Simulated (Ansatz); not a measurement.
in.yaml

```yaml
crystal:
  periodic: [false, false, false]
  atoms:
    - {symbol: Al, position_ang: [0.000000, 0.000000, -2.818500]}
    - {symbol: Al, position_ang: [0.000000, 0.000000, -0.474100]}
    - {symbol: O, position_ang: [0.000000, 0.000000, 1.173400]}
    - {symbol: H, position_ang: [0.000000, 0.000000, 2.119200]}
basis:
  gaussian: {orbitals: cc-pVDZ, point_charges: [{charge: 1.00, position_ang: [4.072, -0.765, 0.739]}]}
total_charge: 1
magnetization: {spin_polarized: false, initial_magnetization: 4}
correlation: {method: ccsd, electrons: valence}
accuracy: high
```

```sh
$ ansatz run in.yaml --threads 1 --pin off --events-out ev --progress --plain --max-ram 2393MiB
```

(1) Roughly how long does this take on 1 thread of Arm Neoverse V2, shared host, and how much host memory?

```
1067 factors; integrals over basis functions are off by at most 3.4e-9 eV
mean field evaluation 1: about -15192.2028 eV, gradient 6.7e1 eV
mean field evaluation 2: about -15192.2117 eV, gradient 6.7e1 eV
mean field evaluation 4: about -15202.2196 eV, gradient 3.2e1 eV
mean field evaluation 8: about -15205.8362 eV, gradient 2.8e-1 eV
mean field evaluation 16: about -15192.2028 eV, gradient 6.7e1 eV
mean field evaluation 32: about -15202.5385 eV, gradient 3.8e0 eV
mean field evaluation 64: about -15202.0010 eV, gradient 5.2e0 eV
mean field evaluation 96: about -15204.7498 eV, gradient 4.9e-3 eV
mean field evaluation 128: about -15203.3844 eV, gradient 2.9e-1 eV
mean field evaluation 160: about -15203.2915 eV, gradient 1.7e-2 eV
...
cycle  16  -6.58825770 eV  change    4.6e-8 eV  update   4.8e-8
cycle  17  -6.58825771 eV  change   -8.1e-9 eV  update   3.6e-8
cycle  18  -6.58825773 eV  change   -1.9e-8 eV  update   3.0e-8
cycle  19  -6.58825730 eV  change    4.3e-7 eV  update   6.8e-8
cycle  20  -6.58825733 eV  change   -3.1e-8 eV  update   2.7e-8
cycle  21  -6.58825732 eV  change    1.3e-8 eV  update   1.6e-8
cycle  22  -6.58825732 eV  change   6.9e-10 eV  update   9.8e-9
cycle  23  -6.58825732 eV  change  -1.0e-10 eV  update   5.2e-9
cycle  24  -6.58825732 eV  change   2.0e-11 eV  update   2.7e-9
cycle  25  -6.58825732 eV  change  -9.6e-10 eV  update   1.2e-9
Total energy: -15212.42751920 eV, -559.0463999769 hartree
```

Results:

(1) 16 s wall and 0.22 GiB.
